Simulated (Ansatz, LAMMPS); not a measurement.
# Ladder of methods for the equilibrium lattice constant a of B20 (FeSi-type) FeSi

Reference value: 4.483 Å (measured, temperature not stated, not corrected to a static lattice; as tabulated in Wikipedia's data pages).

| level (code) | value (Å) | difference (%) |
|---|---|---|
| MEAM AlSiMgCuFe.meam (LAMMPS) | 4.694 | +4.71 |
| LDA (Ansatz) | 4.369 | -2.54 |
| PBE (Ansatz) | 4.448 | -0.78 |
| r²SCAN (Ansatz) | 4.403 | -1.78 |
| HSE06 (Ansatz) | 4.381 | -2.28 |

Leaving aside MEAM AlSiMgCuFe.meam, which can be fitted to such values or carry a doubt: The best agreement in this table is that of PBE (-0.78 %). LDA (-2.54 %) lies farthest from it. All 4 levels lie below the reference.

The reference has no zero-point or thermal correction, while the calculations are for a static lattice, so the differences are not the levels' errors alone. A static lattice is as a rule a little smaller than the measured one. The crystal itself was run without spin with LDA, PBE, r²SCAN, HSE06. MEAM AlSiMgCuFe.meam: the potential file covers more elements than this solid holds. Cutoffs and k meshes differ between the levels. Ansatz's density-functional and Hartree–Fock values are scalar-relativistic unless marked +SOC, with PAW data made under PBE.

Empirical potentials (MEAM AlSiMgCuFe.meam) are fitted to chosen data, which need not cover the solid at hand: agreement can be built in, and what lay outside the fit can be far off.

Differences are worked out from the printed values.

Ansatz is a program for electronic structure.
